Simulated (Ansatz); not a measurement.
This Ansatz (a first-principles code) input (CCSD(T)/cc-pVTZ) gives -177.61519 Eh with 132 basis functions. A basis named .json is the Basis Set Exchange file of that set (core-valence sets with the plain set on hydrogen).

Ansatz 0.2 input:
```yaml
crystal:
  periodic: [false, false, false]
  atoms:
    - {symbol: C, position_ang: [0.00476229, 0.43392420, -0.00203639]}
    - {symbol: C, position_ang: [1.18383408, -0.15360148, 0.00493325]}
    - {symbol: F, position_ang: [-1.14596015, -0.26718838, -0.00280751]}
    - {symbol: H, position_ang: [-0.17580160, 1.50100015, -0.00772733]}
    - {symbol: H, position_ang: [1.28003303, -1.23028006, 0.01036986]}
    - {symbol: H, position_ang: [2.07783169, 0.45203897, 0.00524394]}
basis:
  gaussian:
    orbitals: cc-pVTZ
magnetization: {spin_polarized: false}
correlation: {method: ccsd_t, frozen_orbitals: {C: 0, F: 0, H: 0}}
```

Change:
```diff
- orbitals: cc-pVTZ
+ orbitals: cc-pwCVTZ.json
```

Question: What does the run give now?

Answer: -177.73447 Eh (CCSD(T)/cc-pwCVTZ, 171 functions), a change of -119.28 mEh.
